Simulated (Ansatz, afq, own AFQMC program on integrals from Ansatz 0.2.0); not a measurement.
Two steps: Ansatz 0.2.0 writes the Fock matrix and Cholesky factors of the valence space, and afq projects on them the lowest state that overlaps trial and start.

```yaml
crystal:
  periodic: [false, false, false]
  atoms:
    - {symbol: Hf, position_ang: [-0.258598, -0.273713, -0.012388]}
    - {symbol: Cl, position_ang: [1.371551, -1.945953, 0.328578]}
    - {symbol: Cl, position_ang: [-1.674923, 1.005706, -1.400601]}
basis:
  gaussian: {orbitals: def2-TZVP}
magnetization: {spin_polarized: true, initial_magnetization: 2}
correlation: {method: ccsd_t, electrons: outside_noble_gas, hamiltonian_folder: ham}
```

```sh
$ ansatz run in.yaml --threads 1 --pin off --events-out ev --progress --plain --max-ram 16896MiB --backend cuda --devices 0, --max-vram 18GiB
```

afq runs on the folder ham with

```
--method free --trial cisd --walkers 1500 --time-step 0.03 --max-blocks 4000 --target-error 0.00052 --factor-cut 1e-05 --seed 6123 --times 0,0.21,0.42,0.81,1.2,1.8,2.4,3 --taylor-order 8
```

Times are imaginary, in 1/Eh. The walk had a cap of 184 s. Core potentials past Kr, no spin–orbit coupling.

afq prints:

```
orbitals 100  electrons 10 8  factors 736 of 786
reference energy -966.62724164 Eh
CCSD correlation -0.45961357 Eh in 15 cycles, weight of the determinant in the CISD state 0.8280
repeat  energy at the last time / Eh  error
    10  -967.110772  0.001800
    20  -967.109319  0.001095
time / (1/Eh)  energy / Eh  error  mean overlap
  0.00  -967.086775  0.000091  1.2076
  0.21  -967.097447  0.000116  1.2082
  0.42  -967.102222  0.000183  1.2099
  0.81  -967.105985  0.000197  1.2093
  1.20  -967.107347  0.000289  1.2197
  1.80  -967.108358  0.000471  1.2163
  2.40  -967.109263  0.000621  1.2132
  3.00  -967.109167  0.000858  1.2150
energy -967.109167 +/- 0.000858 Eh
```

The run passed its tests (error under three times the target), which doesn't prove that it has relaxed, ending at its cap on processor time.

Against this walk (error 23.4 meV) on the same determinant: CCSD(T) 57.9 meV higher, the released energy of a separate walk with a CISD trial 9.0 ± 26.4 meV higher (within the noise). The error is statistical, and a free projection of finite length keeps a remainder of its start.

Cautions: remainder of the start not in the error; error above the target (23.4 against 14.1 meV); no spin-orbit coupling; outer-core shells of the metal frozen; higher spins were not checked; released reference can be 30 meV off for metals.

The walk took 3.2 min on 1 × NVIDIA H100 80GB HBM3 with 2 threads of AMD EPYC 7R13 Processor (Zen 3), on a shared host (the card was shared). The log's last line is the free-projection energy.

A walk keeps the symmetry of its determinant, which the program's search chose and which needn't be the lowest solution, so a lower state of the same spin and another symmetry isn't excluded.
